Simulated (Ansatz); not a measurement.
A run for Ansatz (a program for electronic structure): U-wB97M-V/def2-TZVPPD on H (SMILES [H]), 2S+1 = 2. Files ending in .json are basis or fitting sets from the Basis Set Exchange.

Ansatz 0.2 input:
```yaml
crystal:
  periodic: [false, false, false]
  atoms:
    - {symbol: H, position_ang: [0.00000000, 0.00000000, 0.00000000]}
basis:
  gaussian:
    orbitals: def2-TZVPPD.json
hamiltonian:
  xc: {name: wB97M-V}
magnetization: {spin_polarized: true, initial_magnetization: 1}
```

Output:

```
WARN ansatz: RAYON_NUM_THREADS=2 ignored (pool sized by the plan → 2); use --threads N
Functional definition: wB97M-V
integrals: 0.00 GiB planned
59 factors; their error is unknown
integrals: 0.04 GiB planned
26 factors; integrals over basis functions are off by at most 8.0e-5 eV
mean field: 0.05 GiB planned
mean field evaluation 1: about -13.4386 eV, gradient 9.2e-1 eV
mean field evaluation 2: about -13.4448 eV, gradient 1.1e-1 eV
mean field evaluation 4: about -13.4457 eV, gradient 1.8e-2 eV
mean field evaluation 8: about -13.4454 eV, gradient 6.0e-5 eV
mean field -13.44542456 eV, -0.4941102388 hartree, gradient 6.0e-5 eV, S^2 0.750000; 0 other end points of the search recorded, 0 dependent functions left out
reference -13.44544662 eV, -0.4941110496 hartree; 1, 0 occupied and 16, 17 virtual orbitals, 59 factors
Total energy: -13.44544662 eV, -0.4941110496 hartree
```

The calculation finished and met its thresholds.

Cost: very roughly 0.20 core-seconds.
